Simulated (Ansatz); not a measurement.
# H2O− (doublet): wave-function methods side by side at angle H2–O1–H3 = 90.6°, aug-cc-pVDZ

How much of the correlation energy of H2O− (doublet) does each wave-function method recover here?

Computed with Ansatz 0.2.0, Gaussian basis. Level: aug-cc-pVDZ, core rule «outside noble gas», up to 1 orbitals frozen.

The runs, in order: UHF; CCSD(T) on ROHF; CCSD(T) on UHF; BCCD(T) on ROHF; CISD; CCSDT(Q) on ROHF; CCSDT(Q) on UHF; CASSCF and MRCISD+Q, 3 electrons in 3 orbitals; CASSCF and NEVPT2, 3 electrons in 3 orbitals; CASSCF and MRCISD+Q, 9 electrons in 6 orbitals; CASSCF and NEVPT2, 9 electrons in 6 orbitals.

10 further runs of the same task are left out: 1 for a mislabelled method, 8 that didn't finish, 1 set aside as unsound or not needed.

## 1. What is computed

The geometry derives from a PBE0/def2-TZVPD stationary point (not a proven minimum). One angle is set to the value named; bond lengths are kept.

3 atoms, charge -1, spin multiplicity 2.

Atoms are counted from 1 here; the program's logs count them from 0.

Bond lengths: O1–H2 0.977 Å, O1–H3 0.977 Å. Angles: H2–O1–H3 90.6°.

## 2. UHF

in.yaml reads:

```yaml
crystal:
  periodic: [false, false, false]
  atoms:
    - {symbol: O, position_ang: [0.000000, -0.076921, 0.000000]}
    - {symbol: H, position_ang: [0.000000, 0.610494, 0.694651]}
    - {symbol: H, position_ang: [0.000000, 0.610494, -0.694651]}
basis:
  gaussian: {orbitals: aug-cc-pVDZ}
total_charge: -1
magnetization: {spin_polarized: true, initial_magnetization: 1}
hamiltonian: {xc: hf}
output: {orbitals: {seedname: orbitals}}
```

Launch:

```
ansatz run in.yaml --threads 1 --pin off --events-out ev --progress --plain --max-ram 2393MiB
```

Further steps of the session: CCSD(T) on ROHF; CCSD(T) on UHF; BCCD(T) on ROHF; CISD; CCSDT(Q) on ROHF; CCSDT(Q) on UHF; CASSCF and MRCISD+Q, 3 electrons in 3 orbitals; CASSCF and NEVPT2, 3 electrons in 3 orbitals; CASSCF and MRCISD+Q, 9 electrons in 6 orbitals; CASSCF and NEVPT2, 9 electrons in 6 orbitals.

**Question.** What will the summary of the whole plan be? Wanted: UCCSDT(Q) below the RHF energy; RMP2 from UCCSDT(Q); UMP2 from UCCSDT(Q); RCCSD from UCCSDT(Q); RCCSD(T) from UCCSDT(Q); UCCSD(T) from UCCSDT(Q); RCCSDT(Q) from UCCSDT(Q); NEVPT2 pair from UCCSDT(Q); MRCISD+Q pair from UCCSDT(Q).

**Answer**, as computed:

| quantity | value |
| --- | --- |
| UCCSDT(Q) below the RHF energy | -6.6349 eV |
| RMP2 from UCCSDT(Q) | +403.9 meV |
| UMP2 from UCCSDT(Q) | +402.0 meV |
| RCCSD from UCCSDT(Q) | +196.2 meV |
| RCCSD(T) from UCCSDT(Q) | +24.1 meV |
| UCCSD(T) from UCCSDT(Q) | +24.0 meV |
| RCCSDT(Q) from UCCSDT(Q) | +1.0 meV |
| NEVPT2 pair from UCCSDT(Q) | +438.5 meV |
| MRCISD+Q pair from UCCSDT(Q) | +94.3 meV |
| NEVPT2 valence from UCCSDT(Q) | +924.3 meV |
| levels within 1 kcal/mol (43 meV) | RCCSD(T), UCCSD(T), BCCD(T), RCCSDT, UCCSDT, RCCSDT(Q) |
| T1 diagnostic | 0.020 |
| effectively unpaired electrons | 1.00 |

In words: RCCSD(T) misses by +24.1 meV, 0.4 % of the correlation energy. One determinant dominates. Of the multireference levels listed MRCISD+Q valence comes nearest in total energy (+69.3 meV), which doesn't show that its space is the better one. These misses are within one basis, not against nature; the frozen cores of restricted and unrestricted runs differ, which can shift their rows. The highest orbital lies above zero: the basis alone holds the extra electron.
